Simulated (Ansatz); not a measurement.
Geometry optimisation, Ansatz, RKS PBE0-D4/def2-SVP.

input.yaml

```yaml
crystal:
  periodic: [false, false, false]
  atoms:
    - { symbol: Si, position_ang: [-0.843713, 0.255031, -0.281732] }
    - { symbol: F, position_ang: [1.800676, -0.877398, -1.076478] }
    - { symbol: H, position_ang: [-1.042807, -0.993495, -1.062115] }
    - { symbol: H, position_ang: [-2.16873, 0.910885, -0.063605] }
    - { symbol: H, position_ang: [0.066599, 1.223063, -0.950289] }
    - { symbol: H, position_ang: [1.831313, -1.013996, -0.175003] }
    - { symbol: S, position_ang: [-0.017074, -0.371993, 1.61702] }
    - { symbol: H, position_ang: [0.373736, 0.867903, 1.992302] }
basis:
  gaussian: { orbitals: def2-SVP }
hamiltonian:
  xc: pbe0
  dispersion: d4
relax:
  f_tol: 0.03
  max_steps: 50
```

Launched with:

```bash
$ ansatz run input.yaml --threads 2 --pin off --max-ram 3072MiB --backend cpu --events-out ev --progress --plain --runs-dir out
```

Problem. Where does it end, and by what steps?

Solution. The run converged. The force dipped under the threshold on the way, but the program's further checks kept it going. After 10 steps the energy has fallen by 0.081 eV; H6 moved furthest, 0.25 Å.

| step | energy less start (eV) | largest force component (eV/Å) | accepted |
| --- | --- | --- | --- |
| 0 | 0.0000 | 0.975 | yes |
| 1 | -0.0036 | 2.121 | yes |
| 2 | -0.0214 | 0.943 | yes |
| 3 | -0.0529 | 0.967 | yes |
| 4 | -0.0566 | 0.247 | yes |
| 5 | -0.0675 | 0.289 | yes |
| 6 | -0.0624 | 0.895 | no |
| 7 | -0.0797 | 0.049 | yes |
| 8 | -0.0804 | 0.014 | yes |
| 9 | -0.0808 | 0.044 | yes |
| 10 | -0.0809 | 0.021 | yes |

```xyz
8
Properties=species:S:1:pos:R:3
Si -0.890 0.269 -0.325
F 1.976 -0.923 -0.909
H -1.150 -0.959 -1.119
H -2.175 0.936 0.031
H -0.008 1.229 -1.041
H 1.681 -0.889 -0.023
S 0.090 -0.445 1.481
H 0.477 0.781 1.903
```

Whether the end is a true minimum wasn't checked by a vibrational analysis.

Time of the run: 5.7 s on 2 threads of AMD EPYC 9R45 96-Core Processor (Zen 5), with other jobs on the host, peak memory 0.16 GiB.
